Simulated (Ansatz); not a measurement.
in.yaml

```yaml
crystal:
  periodic: [false, false, false]
  atoms:
    - {symbol: N, position_ang: [0.000000, -0.129220, 0.530635]}
    - {symbol: N, position_ang: [0.000000, 0.078416, -0.615382]}
    - {symbol: H, position_ang: [0.000000, 0.705987, 1.177680]}
basis:
  gaussian: {orbitals: cc-pVDZ}
magnetization: {spin_polarized: true, initial_magnetization: 1}
correlation: {method: ccsdt_q, electrons: outside_noble_gas}
```

```sh
$ ansatz run in.yaml --threads 1 --pin off --events-out ev --progress --plain --max-ram 2393MiB
```

Output:

```
601 factors; integrals over basis functions are off by at most 1.4e-7 eV
mean field evaluation 1: about -2977.0690 eV, gradient 1.1e1 eV
mean field evaluation 2: about -2977.0724 eV, gradient 1.1e1 eV
mean field evaluation 4: about -2977.8285 eV, gradient 2.5e0 eV
mean field evaluation 8: about -2977.9206 eV, gradient 3.7e-1 eV
mean field evaluation 16: about -2977.9496 eV, gradient 9.2e-5 eV
mean field evaluation 32: about -2975.7334 eV, gradient 9.7e-1 eV
mean field evaluation 64: about -2975.8352 eV, gradient 9.3e-3 eV
mean field -2977.94962444 eV, -109.4376301715 hartree, gradient 1.9e-6 eV, S^2 0.844878; 1 other end points of the search recorded, 0 dependent functions left out
determinant -2977.94962444 eV, -109.4376301715 hartree, with singles and doubles -2986.46573022 eV, -109.7505912863 hartree
determinant -2975.83515764 eV, -109.3599249499 hartree, with singles and doubles -2984.37605202 eV, -109.6737970289 hartree
2 core orbitals not correlated: weight in the atoms' cores, before any rotation towards them, 1.000 or more for the frozen orbitals, at most 0.000 for the correlated occupied ones
reference -2977.94962444 eV, -109.4376301715 hartree; 6, 5 occupied and 25, 26 virtual orbitals, 601 factors
second order -7.83741763 eV of doubles, -0.00000000 eV of singles
cycle   1  -8.01770347 eV  change   -1.8e-1 eV  update   9.6e-2
cycle   2  -8.51829854 eV  change   -5.0e-1 eV  update   4.6e-2
cycle   3  -8.85648086 eV  change   -3.4e-1 eV  update   3.3e-2
cycle   4  -8.82829854 eV  change    2.8e-2 eV  update   1.5e-2
cycle   5  -8.82326365 eV  change    5.0e-3 eV  update   8.2e-3
cycle   6  -8.83374923 eV  change   -1.0e-2 eV  update   2.5e-3
cycle   7  -8.83158248 eV  change    2.2e-3 eV  update   1.2e-3
cycle   8  -8.83084763 eV  change    7.3e-4 eV  update   7.2e-4
cycle   9  -8.83163825 eV  change   -7.9e-4 eV  update   4.0e-4
cycle  10  -8.83153727 eV  change    1.0e-4 eV  update   2.1e-4
cycle  11  -8.83196901 eV  change   -4.3e-4 eV  update   1.0e-4
cycle  12  -8.83197082 eV  change   -1.8e-6 eV  update   5.2e-5
cycle  13  -8.83197655 eV  change   -5.7e-6 eV  update   2.9e-5
cycle  14  -8.83198999 eV  change   -1.3e-5 eV  update   1.3e-5
cycle  15  -8.83200038 eV  change   -1.0e-5 eV  update   5.9e-6
cycle  16  -8.83200263 eV  change   -2.3e-6 eV  update   2.7e-6
cycle  17  -8.83200310 eV  change   -4.6e-7 eV  update   1.3e-6
perturbative correction -0.03324580 eV, -0.0012217608 hartree
Total energy: -2986.81487334 eV, -109.7634220594 hartree
```

Ran on 1 thread of Arm Neoverse V1, shared host: 14 s wall, 0.25 GiB peak host memory.
